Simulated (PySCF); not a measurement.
C6H8.
SMILES: `C1(C)C=CCC=1`

Jobs on this species (14 atoms, 44 electrons) with PySCF (density fitting). Hardware of each: an x86-64 server with one thread, no GPU (shared host). Other jobs ran on the host; a repeat could differ by tens of per cent or more.

| level and settings | work | basis functions | SCF cycles | wall time |
| --- | --- | --- | --- | --- |
| PBE0/def2-SVPD | 10 singlets by full TDDFT, 4 Tamm–Dancoff triplets, polarisability, ΔSCF ions | 184 | ? | ? |
| PBE0-D3(BJ)/def2-SVP, grid level 1 | geometry optimisation from a GFN2-xTB start | 124 | ? | ? |
| PBE/def2-SVPD | 10 singlets by full TDDFT, 4 Tamm–Dancoff triplets, polarisability, ΔSCF ions | 184 | ? | ? |
| B3LYP/def2-SVPD | 10 singlets by full TDDFT, 4 Tamm–Dancoff triplets, polarisability, ΔSCF ions | 184 | 14 | 24 s |
| LDA/def2-SVPD | 10 singlets by full TDDFT, 4 Tamm–Dancoff triplets, polarisability, ΔSCF ions | 184 | 14 | 34 s |
| BHandHLYP/def2-SVPD | 10 singlets by full TDDFT, 4 Tamm–Dancoff triplets, polarisability, ΔSCF ions | 184 | 12 | 24 s |
| HF/def2-SVPD | 10 singlets by TDHF, 4 Tamm–Dancoff triplets, polarisability, ΔSCF ions | 184 | 10 | 6.9 s |

Question: Fill in the missing figures.

Answer: 
- PBE0/def2-SVPD; 10 singlets by full TDDFT, 4 Tamm–Dancoff triplets, polarisability, ΔSCF ions: 24 s, 14 SCF cycles
- PBE0-D3(BJ)/def2-SVP, grid level 1; geometry optimisation from a GFN2-xTB start: 16 s, 31 SCF cycles
- PBE/def2-SVPD; 10 singlets by full TDDFT, 4 Tamm–Dancoff triplets, polarisability, ΔSCF ions: 50 s, 14 SCF cycles

Question: What do all jobs in the table cost together?

Answer: About 3.0 min; the longest takes about 28 % of that, and about 7.2 times as long as the shortest.
